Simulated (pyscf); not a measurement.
Insertion: H₃C–CH₂–Cl (SMILES CCCl) + F–C:–F (SMILES F[C]F) [singlet] -> F–CH(F)–CH₂–CH₂–Cl (SMILES FC(F)CCCl)

Gas phase, singlet surface, charge 0. Bonds broken: C1–H4. Bonds formed: C1–C10, H4–C10. Optimised with ωB97X-D3(BJ)/def2-SVP in PySCF.

Transition state (Å):

```xyz
11

C     -0.9928     0.4972    -0.6142
C      0.0652    -0.6406    -0.6445
Cl    -0.5289    -2.1142     0.1577
H     -1.1288     0.2404     0.6375
H     -1.8911     0.1910    -1.1618
H     -0.5208     1.3627    -1.0998
H      0.9913    -0.3333    -0.1390
H      0.2908    -0.8766    -1.6945
F     -0.8721     1.8303     1.6350
C     -1.7450     1.3602     0.6895
F     -2.7848     0.7457     1.3327
```

One imaginary mode, 1152i cm⁻¹; descent along it reached the two sides named.

```csv
bond,change,reactant side (Å),saddle,product side
C1–H4,breaks,1.100,1.285,2.197
C1–C10,forms,3.5,1.735,1.513
H4–C10,forms,3.4,1.279,1.103
```

Electronic energies relative to the separated reactants (kcal/mol):

```json
[
 {"level": "ωB97X-D3(BJ)/def2-TZVP", "barrier": "66.0", "reaction energy": "-61.3", "reverse barrier": "127.3"},
 {"level": "PBE/def2-TZVP", "barrier": "57.6", "reaction energy": "-59.6", "reverse barrier": "117.1"},
 {"level": "r²SCAN/def2-TZVP", "barrier": "59.9", "reaction energy": "-62.8", "reverse barrier": "122.7"},
 {"level": "B3LYP-D3(BJ)/def2-TZVP", "barrier": "64.6", "reaction energy": "-60.0", "reverse barrier": "124.6"},
 {"level": "PBE0-D3(BJ)/def2-TZVP", "barrier": "59.3", "reaction energy": "-64.9", "reverse barrier": "124.2"},
 {"level": "M06-2X/def2-TZVP", "barrier": "63.6", "reaction energy": "-62.7", "reverse barrier": "126.3"},
 {"level": "ωB97M-D3(BJ)/def2-TZVP", "barrier": "66.7", "reaction energy": "-58.4", "reverse barrier": "125.1"},
 {"level": "HF/def2-TZVP", "barrier": "86.9", "reaction energy": "-53.0", "reverse barrier": "139.9"}
]
```

With ωB97M-D3(BJ)/def2-TZVP energies and thermal terms (ideal gas, 1 atm, RRHO with modes under 100 cm⁻¹ raised to 100, one conformer, R ln 2 for rigid chiral ones), in kcal/mol:

```
T (K)   ΔH‡    ΔG‡     ΔH     ΔG
-----  ----  -----  -----  -----
298    66.5   78.5  -54.8  -42.1
600    66.8   90.6  -54.5  -29.3
900    67.4  102.3  -53.8  -16.9
1200   68.1  113.8  -52.8   -4.7
```

From the product side, •H₂C–CH₂–CH(F)–F + Cl• lies, by one bond made or cut, 37.4 kcal/mol under this saddle at ωB97M-D3(BJ). One saddle was located; it need not be the lowest between these sides.
